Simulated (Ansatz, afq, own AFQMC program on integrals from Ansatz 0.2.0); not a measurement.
BSi, doublet: AFQMC among the cluster methods

```json
{"atom": "Si", "x (Å)": "0.0000", "y (Å)": "0.0000", "z (Å)": "0.0000"}
{"atom": "B", "x (Å)": "0.0000", "y (Å)": "0.0000", "z (Å)": "4.1590"}
```

Basis 6-31G. Noble-gas cores (and the filled d shells of Ga–Kr and In–Xe) are frozen. AFQMC by an in-house program on the Cholesky factors that Ansatz 0.2.0 writes for its CCSD(T) run. The CISD trial takes its coefficients from CCSD amplitudes. Released means that phaseless walkers are propagated on without the constraint, phases kept. Error bars are statistical, one sigma.

Determinant: ROHF, the one that the program's search chose, which needn't be the lowest solution. The geometry is a point of a scan.

Full CI is exact in this basis; its frozen core comes from its own orbitals, which moves totals by up to a few meV.

Cautions: a spin-contaminated unrestricted determinant lies lower (UHF 2.54 eV lower, ⟨S²⟩ 1.75); the search met a lower determinant of the same kind, perhaps of another symmetry (938 meV lower); strong correlation (T1 0.193, weight of the determinant 0.48, largest double 0.41); the CCSD(T) amplitudes may be one of several solutions (largest double 0.41); the CCSDT(Q) amplitudes may be one of several solutions (largest double 0.62); the CCSDTQ amplitudes may be one of several solutions (largest double 0.62); the released energies are still falling, so no released level is given (meV from the phaseless value at times in 1/Eh: -10 ± 6 at 0.24, -21 ± 7 at 0.51, -34 ± 5 at 0.99, -42 ± 5 at 1.62, -56 ± 7 at 2.40); a state of other symmetry lies lower (by 5 meV); full CI with its own frozen core; a state of higher spin lies lower (by 81 meV).

The T1 diagnostic is 0.1929. The weight of the determinant in the CISD state is 0.480 and the size of the correlated space is 7 electrons in 16 orbitals.

| level | correlation energy (eV) |
| --- | --- |
| MP2 | -2.4205 |
| CCSD | -4.2376 |
| CCSD(T) | -4.3270 |

Q: Estimate where phaseless AFQMC with a CISD trial lies against CCSD(T) on the same integrals.

A: 7.5 ± 0.6 kJ/mol above CCSD(T).

Reference: full CI, correlation energy -4.345 eV. CCSDTQ lies 1.0 meV above full CI, in part by the other frozen core, which shifts every row alike, so rows that close can't be ranked against it. The cautions show a poor starting determinant, so the rows tell how each method copes with it here, and full CI is the sure value.

```tsv
level	E − E(reference) (kJ/mol)	share of correlation (%)
CCSD(T)	1.7	99.59
CCSDT	0.8	99.81
CCSDT(Q)	0.5	99.89
CCSDTQ	0.1	99.98
ph-AFQMC/CISD	9.2 ± 0.6	97.81
```

CCSDT and higher add their correlation energy to the determinant of the CCSD(T) run, since their own runs factorise the integrals more tightly (a shift of under 2 meV). A walk keeps the symmetry of its determinant, which the program's search chose and which needn't be the lowest solution, so a lower state of the same spin and another symmetry isn't excluded.
